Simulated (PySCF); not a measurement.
**Ne, Ne⁺: ionisation energy in Sapporo-DZP-2012**

Aim: the ionisation energy of neon from differences of total energies, at each level of theory, and how far each lands from the tabulated value where there is one.

Program: PySCF 2.14.0. Level of theory: unrestricted determinants in a Gaussian basis, no spin-orbit coupling in the energies. These are calculated values, not measurements, unless marked.

## 1. The system

| Item | Value |
| --- | --- |
| Element | neon (Z = 10) |
| Basis | Sapporo-DZP-2012 (4s3p1d, 18 functions) |
| Hamiltonian | scalar relativity by spin-free X2C-1e |
| State 1 | Ne: [Ne], closed-shell 1S |
| State 2 | Ne⁺: [He] 2s2 2p5, 2P determinant |
| Methods | UHF, MN15, TPSS, MP2, CCSD(T) |
| Core shells frozen in the correlated runs | valence: 1s2 (for Ne) |

The outer shells:

Ne [Ne]
```
[He] core
2s [↑↓]
2p [↑↓][↑↓][↑↓]
```

Ne+ [He] 2s2 2p5
```
[He] core
2s [↑↓]
2p [↑↓][↑↓][↑ ]
```

One driver process ran all states and methods and kept the integrals in memory. Each run is shown as a PySCF script that sums up its settings (the driver passes frozen orbitals as a list and adds second-order terms of double hybrids); the logs are those of the runs themselves. The driver starts from symmetry-adapted Hartree-Fock orbitals, holds the occupation by maximum overlap and uses a logarithmic radial grid for functionals, so a plain start would take other cycles.

The driver's launch:

```sh
> OMP_NUM_THREADS=1 python atomrun2.py TASK.json OUT
```

The integrals over 18 functions and the set-up took 0.06 s of CPU time.

## 2. Ne, method by method

UHF:

Input file input.py:

```python
from pyscf import gto, scf, dft, mp, cc
import basis_set_exchange as bse
mol = gto.M(atom="Ne 0 0 0", charge=0, spin=0, symmetry="D2h",
            basis=gto.basis.parse(bse.get_basis("Sapporo-DZP-2012", elements=["Ne"], fmt="nwchem", header=False)),
            nucmod="G")
mf = scf.UHF(mol).sfx2c1e()
mf.irrep_nelec = {'Ag': (2, 2), 'B1u': (1, 1), 'B2u': (1, 1), 'B3u': (1, 1)}
mf.kernel()
```

MN15:

input.py, as changed from the run before:

```diff
@@ -5,3 +5,3 @@
             nucmod="G")
-mf = scf.UHF(mol).sfx2c1e()
+mf = dft.UKS(mol, xc="MN15").sfx2c1e()
 mf.irrep_nelec = {'Ag': (2, 2), 'B1u': (1, 1), 'B2u': (1, 1), 'B3u': (1, 1)}
```

TPSS:

input.py, as changed from the run before:

```diff
@@ -5,3 +5,3 @@
             nucmod="G")
-mf = dft.UKS(mol, xc="MN15").sfx2c1e()
+mf = dft.UKS(mol, xc="TPSS").sfx2c1e()
 mf.irrep_nelec = {'Ag': (2, 2), 'B1u': (1, 1), 'B2u': (1, 1), 'B3u': (1, 1)}
```

MP2 (valence):

input.py, as changed from the run before:

```diff
@@ -5,4 +5,5 @@
             nucmod="G")
-mf = dft.UKS(mol, xc="TPSS").sfx2c1e()
+mf = scf.UHF(mol).sfx2c1e()
 mf.irrep_nelec = {'Ag': (2, 2), 'B1u': (1, 1), 'B2u': (1, 1), 'B3u': (1, 1)}
 mf.kernel()
+mp.UMP2(mf, frozen=1).kernel()
```

CCSD(T) (valence):

input.py, as changed from the run before:

```diff
@@ -8,2 +8,3 @@
 mf.kernel()
-mp.UMP2(mf, frozen=1).kernel()
+mycc = cc.CCSD(mf, frozen=1).run()
+mycc.ccsd_t()
```

## 3. Ne⁺, method by method

UHF:

Input file input.py:

```python
from pyscf import gto, scf, dft, mp, cc
import basis_set_exchange as bse
mol = gto.M(atom="Ne 0 0 0", charge=1, spin=1, symmetry="D2h",
            basis=gto.basis.parse(bse.get_basis("Sapporo-DZP-2012", elements=["Ne"], fmt="nwchem", header=False)),
            nucmod="G")
mf = scf.UHF(mol).sfx2c1e()
mf.irrep_nelec = {'Ag': (2, 2), 'B1u': (1, 1), 'B2u': (1, 1), 'B3u': (1, 0)}
mf.kernel()
```

MN15:

input.py, as changed from the run before:

```diff
@@ -5,3 +5,3 @@
             nucmod="G")
-mf = scf.UHF(mol).sfx2c1e()
+mf = dft.UKS(mol, xc="MN15").sfx2c1e()
 mf.irrep_nelec = {'Ag': (2, 2), 'B1u': (1, 1), 'B2u': (1, 1), 'B3u': (1, 0)}
```

TPSS:

input.py, as changed from the run before:

```diff
@@ -5,3 +5,3 @@
             nucmod="G")
-mf = dft.UKS(mol, xc="MN15").sfx2c1e()
+mf = dft.UKS(mol, xc="TPSS").sfx2c1e()
 mf.irrep_nelec = {'Ag': (2, 2), 'B1u': (1, 1), 'B2u': (1, 1), 'B3u': (1, 0)}
```

MP2 (valence):

input.py, as changed from the run before:

```diff
@@ -5,4 +5,5 @@
             nucmod="G")
-mf = dft.UKS(mol, xc="TPSS").sfx2c1e()
+mf = scf.UHF(mol).sfx2c1e()
 mf.irrep_nelec = {'Ag': (2, 2), 'B1u': (1, 1), 'B2u': (1, 1), 'B3u': (1, 0)}
 mf.kernel()
+mp.UMP2(mf, frozen=1).kernel()
```

CCSD(T) (valence):

input.py, as changed from the run before:

```diff
@@ -8,2 +8,3 @@
 mf.kernel()
-mp.UMP2(mf, frozen=1).kernel()
+mycc = cc.CCSD(mf, frozen=1).run()
+mycc.ccsd_t()
```

Before running it: what results should come out?

The runs gave:

| quantity | value |
| --- | --- |
| ionisation energy, Ne | UHF 19.634, CCSD(T) (valence) 20.955 eV; reference 21.597 |

Accuracy against cost (mean over 1 difference):

```csv
method,mean absolute miss against the measured value (with the measured fine structure taken into account where it is known) (eV),"CPU time, both states (s)"
UHF,1.963,0.15
MN15,0.320,0.54
TPSS,0.525,0.53
MP2 (valence),0.421,0.15
SCS-MP2 (valence),0.568,0.15
CCSD (valence),0.642,
CCSD(T) (valence),0.642,0.4
```

In words: MN15 lands nearest to the measured value (off by 0.32 eV); UHF misses by most (1.96 eV). Hartree-Fock falls short because the species with more electrons holds more correlation energy, which it lacks. All values hold for this basis alone; no basis-set limit was taken. The dearest level timed, MN15, costs 3.6 times the cheapest, UHF, and differs from the measured value (with the measured fine structure taken into account where it is known) by 0.32 against 1.96 eV.
